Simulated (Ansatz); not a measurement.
# C4H3N2: the cost of one run

Computed with the Python package of Ansatz 0.2.0. Level of theory: PBE/cc-pVDZ.

## Step 1: The system

Bond lengths: C1–C2 1.494 Å, C2–C3 1.417 Å, C3–N4 1.159 Å, C2–C5 1.417 Å, C5–N6 1.160 Å, C1–H7 1.095 Å, C1–H8 1.095 Å, C1–H9 1.095 Å. Angles: C1–C2–C3 119.9°, C1–C2–C5 119.9°, C3–C2–C5 120.2°, C2–C1–H7 111.3°, C2–C1–H8 110.3°, C2–C1–H9 111.3°, H7–C1–H8 108.2°, H7–C1–H9 107.5°, H8–C1–H9 108.2°, C2–C3–N4 178.8°, C2–C5–N6 178.8°.

The script holds or builds the structure itself.

## Step 2: The code

The input, freq.py:

```python
# -*- coding: utf-8 -*-
import itertools

import ansatz as az
from ase import Atoms
from ase.data import atomic_numbers, covalent_radii
from ase.thermochemistry import IdealGasThermo
import numpy as np

BASIS_SET = 'cc-pVDZ'
FUNCTIONAL = 'pbe'
NET_CHARGE = -1


def main():
    geometry_ang = [
        ('C', [-0.9647, -0.5721, 0.1867]),
        ('C', [0.2996, 0.1776, -0.079]),
        ('C', [1.5283, -0.5224, -0.1766]),
        ('N', [2.5215, -1.1157, -0.2529]),
        ('C', [0.2737, 1.5909, -0.1841]),
        ('N', [0.2287, 2.7466, -0.2667]),
        ('H', [-0.9275, -1.5786, -0.2434]),
        ('H', [-1.1303, -0.6665, 1.2649]),
        ('H', [-1.8292, -0.0597, -0.2489]),
    ]
    system = az.Crystal.molecule()
    for symbol, xyz in geometry_ang:
        system = system.atom(symbol, xyz)

    setup = system.calculation().basis(gaussian=BASIS_SET).functional(FUNCTIONAL).charge(NET_CHARGE)
    symbols = [site.symbol for site in system.cartesian_sites]
    start = np.array([site.position_ang for site in system.cartesian_sites], dtype=float)
    def progress(event):
        if event['event'] == 'relax_step':
            row = event['data']
            print(f'step {row["step"]:3d}  E = {row["lagrangian_ev"]:.6f} eV  largest force component {row["allowed_force_max_ev_ang"]:.4f} eV/A')


    data = setup.relax(force_tolerance=0.003).session().plan().execute(on_event=progress).report
    end = np.array(data['positions_ang'])

    radius = [covalent_radii[atomic_numbers[s]] for s in symbols]
    span = lambda where, i, j: np.linalg.norm(where[i] - where[j])
    bonded = [(i, j) for i, j in itertools.combinations(range(len(symbols)), 2) if min(span(start, i, j), span(end, i, j)) < 1.2 * (radius[i] + radius[j])]
    print('pair        before    after (A)')
    for i, j in bonded:
        print(f'{symbols[i]}{i}-{symbols[j]}{j}'.ljust(10), f'{span(start, i, j):8.4f} {span(end, i, j):8.4f}')

    minimum = az.Crystal.molecule()
    for symbol, place in zip(symbols, end):
        minimum = minimum.atom(symbol, place.tolist())
    vibrating = (
        minimum.calculation()
        .basis(gaussian=BASIS_SET)
        .functional(FUNCTIONAL)
        .charge(NET_CHARGE)
        .phonons(temperatures=(200, 600, 100))
    )
    vib = vibrating.run(threads=1, pin='off').report['vibrations']
    sums = vib['harmonic_sums']
    modes = [m['omega_inv_cm'] for m in sums['modes_at_gamma'] if m['rigid_motion'] == 'no']
    for number, w in enumerate(modes, start=1):
        print(f'mode {number:2d} {w:9.1f} 1/cm {w / 8065.544 * 1000:8.2f} meV')
    print('imaginary modes:', sum(w < 0 for w in modes), ' zero-point energy:', round(sums['zero_point_energy_ev'], 4), 'eV')
    gas = IdealGasThermo(vib_energies=[w / 8065.544 for w in modes if w > 0], geometry='linear' if len(modes) == 3 * len(symbols) - 5 else 'nonlinear',
                         atoms=Atoms(symbols, positions=end), symmetrynumber=1, spin=0.0)
    print(f'H(298 K) - E = {gas.get_enthalpy(298.15, verbose=False):.4f} eV')
    print(f'S(298 K, 1 bar) = {96485.33 * gas.get_entropy(298.15, 1e5, verbose=False):.1f} J/(mol K) with symmetry number 1')


if __name__ == '__main__':
    main()
```

## Step 3: The input behind the calls

The engine receives this input (first run):

```yaml
crystal:
  periodic: [false, false, false]
  atoms:
    - { symbol: C, position_ang: [-0.9647, -0.5721, 0.1867] }
    - { symbol: C, position_ang: [0.2996, 0.1776, -0.079] }
    - { symbol: C, position_ang: [1.5283, -0.5224, -0.1766] }
    - { symbol: "N", position_ang: [2.5215, -1.1157, -0.2529] }
    - { symbol: C, position_ang: [0.2737, 1.5909, -0.1841] }
    - { symbol: "N", position_ang: [0.2287, 2.7466, -0.2667] }
    - { symbol: H, position_ang: [-0.9275, -1.5786, -0.2434] }
    - { symbol: H, position_ang: [-1.1303, -0.6665, 1.2649] }
    - { symbol: H, position_ang: [-1.8292, -0.0597, -0.2489] }
basis:
  gaussian:
    orbitals: cc-pVDZ
hamiltonian:
  xc: pbe
total_charge: -1.0
relax:
  f_tol: 0.003
```

## Step 4: Running it

Launch:

```console
> python freq.py
```

**Question.** How long does this script take on 1 thread of Intel Xeon Platinum 8259CL at 2.50GHz (Skylake/Cascade Lake), shared host, and how much memory does it need?

About 2.1 min, with a peak of 0.27 GiB.
